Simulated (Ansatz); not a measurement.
Born–Oppenheimer molecular dynamics of C$_{4}$H$_{6}$O$_{2}$ (12 atoms, charge 0, multiplicity 1). It goes on from the last frame of an earlier run, with new velocities.

Method: UHF/STO-3G in Ansatz 0.2.0.

```json
{
 "ensemble": "NVT, Langevin thermostat",
 "time step": "0.5 fs",
 "steps asked": "266",
 "set temperature": "2000 K",
 "friction": "0.02 /fs",
 "seed": "506431"
}
```

First frame:

```xyz
12
Properties=species:S:1:pos:R:3
C -0.124 -2.326 0.319
C 0.120 -1.053 0.361
C -0.042 0.163 0.305
O -0.393 1.136 1.256
C -0.248 0.962 -1.106
O 0.486 2.083 -1.006
H 0.376 -3.266 0.069
H -1.163 -2.599 0.795
H -0.667 0.952 2.198
H 0.313 0.095 -1.775
H -1.371 1.216 -1.161
H 0.013 2.921 -1.047
```

Question: How far do the bonds stretch over the last three quarters of this one trajectory? (Pairs bonded in most of those frames.)

Answer: 
| bond | mean (Å) | spread (Å) | shortest | longest |
| --- | --- | --- | --- | --- |
| C1–C2 | 1.397 | 0.048 | 1.32 | 1.52 |
| C1–H7 | 1.095 | 0.040 | 1.01 | 1.19 |
| C1–H8 | 1.119 | 0.089 | 0.94 | 1.32 |
| C2–C3 | 1.414 | 0.061 | 1.28 | 1.56 |
| C3–O4 | 1.442 | 0.072 | 1.30 | 1.57 |
| C3–C5 | 1.570 | 0.080 | 1.41 | 1.73 |
| O4–H9 | 1.014 | 0.065 | 0.89 | 1.14 |
| C5–O6 | 1.489 | 0.119 | 1.27 | 1.72 |
| C5–H10 | 1.129 | 0.082 | 0.96 | 1.31 |
| C5–H11 | 1.125 | 0.088 | 0.96 | 1.33 |
| O6–H12 | 1.009 | 0.067 | 0.88 | 1.13 |

Mean temperature of the second half: 2325 K. The mean temperature of the second half is 16 % above the set value. A run of 0.13 ps of so small a system gives no equilibrium averages. Limits of this set-up: minimal basis.

Time of the run: 4.2 min on 1 thread of Arm Neoverse V1 (shared host), peak memory 0.099 GiB.
